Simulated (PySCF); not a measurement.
Which level of theory gave which numbers?

Ethyl isocyanide, C3H5N.
InChI=1S/C3H5N/c1-3-4-2/h3H2,1H3

The closed-shell ground state was solved 4 times with PySCF (density fitting, gas phase), always in the pcSseg-2 basis (214 functions), with these functionals: B97-2, KT3, PBE0 and wB97X-D. Geometry: PBE0-D3(BJ)/def2-TZVP; no solvent, vibrations or thermal averaging.

```tsv
row	total energy (Eh)	HOMO (eV)	LUMO (eV)	dipole (D)
P	-174.8273	-7.25	-0.70	3.91
Q	-171.8845	-8.62	0.23	4.01
R	-172.0323	-8.35	0.24	3.98
S	-172.0374	-10.66	1.95	4.01
```

Problem. Which functional belongs to which row?

Solution. P = KT3, Q = PBE0, R = B97-2, S = wB97X-D. By rising HOMO–LUMO gap: KT3 (GGA) 6.55 eV; B97-2 (global hybrid, 21 % exact exchange) 8.59 eV; PBE0 (global hybrid, 25 % exact exchange) 8.85 eV; wB97X-D (range-separated hybrid) 12.61 eV. Total energies of different functionals aren't bounds to one another; each is stationary for its own functional.

The pairwise dispersion term of wB97X-D wasn't added to the energies; at a given geometry it leaves orbitals and properties as they are.
